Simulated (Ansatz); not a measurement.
Results of r²SCAN in Ansatz (plane waves, PAW) for rock-salt BaTe.

Settings: plane-wave cutoff 560 eV, 8×8×8 k mesh, Fermi–Dirac smearing 0.01 eV, scalar-relativistic PAW data made under PBE.

Properties against volume:

```csv
V (Å³/atom),P (GPa),direct gap at Γ (eV),smallest gap on the k mesh (eV)
41.400,2.17,3.404,1.879
42.281,1.37,3.415,1.923
43.162,0.65,3.424,1.964
44.042,0.00,3.431,2.003
44.923,-0.58,3.436,2.038
45.804,-1.10,3.375,2.071
46.685,-1.57,3.296,2.101
```

The fundamental gap (2.00 eV at the equilibrium volume, with added k points) lies elsewhere than Γ–Γ.

Spin–orbit coupling is not included; with these elements it can move the gap by several tenths of an eV or more.

Ansatz is a program for electronic structure.
